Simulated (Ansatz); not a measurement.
This Ansatz (an electronic-structure program) input (PBE/pcseg-3) gives -1.16669 Eh with 66 basis functions. A basis named .json is the Basis Set Exchange file of that set (core-valence sets with the plain set on hydrogen).

Ansatz 0.2 input:
```yaml
crystal:
  periodic: [false, false, false]
  atoms:
    - {symbol: H, position_ang: [-0.00000000, -0.00000000, -0.37201156]}
    - {symbol: H, position_ang: [0.00000000, 0.00000000, 0.37201156]}
basis:
  gaussian:
    orbitals: pcseg-3.json
hamiltonian:
  xc: {name: PBE}
magnetization: {spin_polarized: false}
```

Change:
```diff
- orbitals: pcseg-3.json
+ orbitals: cc-pVQZ
```

What does the run give now?

-1.16657 Eh (PBE/cc-pVQZ, 60 functions), a change of +0.12 mEh.
